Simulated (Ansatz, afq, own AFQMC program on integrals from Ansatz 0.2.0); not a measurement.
AFQMC on a folder of integrals that Ansatz 0.2.0 wrote.

```yaml
crystal:
  periodic: [false, false, false]
  atoms:
    - {symbol: Si, position_ang: [0.000000, 0.032553, 0.617233]}
    - {symbol: C, position_ang: [0.000000, -0.127023, -1.268554]}
    - {symbol: H, position_ang: [0.000000, 0.606549, -2.082531]}
basis:
  gaussian: {orbitals: cc-pVDZ}
magnetization: {spin_polarized: true, initial_magnetization: 3}
correlation: {method: ccsd_t, electrons: outside_noble_gas, hamiltonian_folder: ham}
```

```sh
$ ansatz run in.yaml --threads 1 --pin off --events-out ev --progress --plain --max-ram 1382MiB
```

Options of the walk:

```
--method phaseless --trial hf --walkers 120 --populations 1 --least-time 40 --time-step 0.005 --steps-per-block 20 --equilibration-blocks 112 --max-blocks 600 --target-error 0.00108 --factor-cut 1e-05 --start spin_pure --seed 5091 --taylor-order 6
```

Times are imaginary, in 1/Eh. The walk had a cap of 671 s.

```
orbitals 31  electrons 6 3  factors 225 of 362
reference energy -327.22149376 Eh
CCSD correlation -0.17693795 Eh in 15 cycles, weight of the determinant in the CISD state 0.8800
energy of the start -327.222081 Eh
 block  time / (1/Eh)  mean weight  energy / Eh
     1     0.100  1.0024  -327.253022
     2     0.200  1.0005  -327.279084
     3     0.300  1.0020  -327.300621
     4     0.400  1.0015  -327.314161
     5     0.500  1.0023  -327.332110
     7     0.700  1.0010  -327.349745
     9     0.900  0.9995  -327.347205
    18     1.800  0.9995  -327.365656
    52     5.200  1.0011  -327.398754
    86     8.600  0.9984  -327.420072
   120    12.000  0.9989  -327.398347
   137    13.700  0.9996  -327.432085
   154    15.400  1.0000  -327.417106
   188    18.800  1.0002  -327.382024
   222    22.200  1.0005  -327.408682
   256    25.600  0.9997  -327.400645
   290    29.000  0.9999  -327.380086
   324    32.400  0.9986  -327.401208
   358    35.800  0.9996  -327.403173
   392    39.200  1.0017  -327.398286
   426    42.600  1.0002  -327.414697
   460    46.000  0.9994  -327.387949
   494    49.400  0.9985  -327.382965
   528    52.800  1.0004  -327.418408
   562    56.200  1.0005  -327.393286
   596    59.600  0.9997  -327.408393
   630    63.000  1.0019  -327.394865
   664    66.400  1.0001  -327.384260
   698    69.800  0.9997  -327.404871
blocks merged  error / Eh  count
     1  0.000570  600
     2  0.000759  300
     4  0.000997  150
     8  0.001255  75
    16  0.001603  37
    32  0.001882  18
    64  0.001578  9
energy -327.400715 +/- 0.001882 Eh
(rows thinned)
```

(1) Estimate how long the walk took on 1 thread of Arm Neoverse V2, on a shared host.

The run passed its tests (sampling time, drift between the halves within three errors, error under three times the target), which doesn't prove that it has relaxed.

Against this walk (error 51.2 meV) on the same determinant: CCSD(T) 74.3 meV lower (within the noise), CCSDT(Q) 119.0 meV lower, a separate phaseless walk with a CISD trial and standard settings 114.2 ± 52.0 meV lower. The error is statistical and leaves out the bias of the constraint.

Cautions: constraint bias not in the error; error above the target (51.2 against 29.4 meV); lower spins were not checked.

## Answers

(1) 2.7 min of wall time.

CCSDT and higher add their correlation energy to the determinant of the CCSD(T) run, since their own runs factorise the integrals more tightly (a shift of under 2 meV). A walk keeps the symmetry of its determinant, which the program's search chose and which needn't be the lowest solution, so a lower state of the same spin and another symmetry isn't excluded.
